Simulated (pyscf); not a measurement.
PySCF, gas phase, ωB97X-D3(BJ)/def2-SVP geometries.

Task: Estimate by transition-state theory the rate constant of HP=SiH–PH₂ + H₂ → :HSi–PH₂ [singlet] + PH₃ (singlet surface; P–Si, H–H broken, H–P, H–P formed) at 900 K, with ωB97M-D3(BJ)/def2-TZVP energies (ideal gas, 1 atm, RRHO with modes under 100 cm⁻¹ raised to 100, one conformer, R ln 2 for chiral ones without a mode under 150 cm⁻¹; no tunnelling).

Result: The electronic barrier is 36.7 kcal/mol and the thermal terms add +29.6, so ΔG‡ = 66.4 kcal/mol. With k_BT/h = 1.88e+13 s⁻¹ and RT = 1.788 kcal/mol, and a volume of 1.23e-19 cm³ per molecule at 1 atm, k = 1.8e-22 cm³ molecule⁻¹ s⁻¹. Wigner's tunnelling factor for 948i cm⁻¹ would be 1.10. A shift of 1 kcal/mol in the barrier changes k by a factor 1.7. On the product side the descent ends in an adduct with a P–Si contact, 26.2 kcal/mol under the separated species and 45.2 kcal/mol under the saddle at ωB97X-D3(BJ)/def2-TZVP. What is counted as broken (P–Si) persists as a longer contact in the product adduct; parting that adduct is a step of its own. HP=SiH–PH₂ lies 15.9 kcal/mol over its isomer cyclic H₄P₂Si (SMILES [SiH2]1PP1) (electronic energy, ωB97M-D3(BJ)/def2-TZVP). :HSi–PH₂ [singlet] lies 11.4 kcal/mol over its isomer H₂Si=PH (electronic energy, ωB97M-D3(BJ)/def2-TZVP). This is the saddle that the search found; another between the same sides may lie lower.
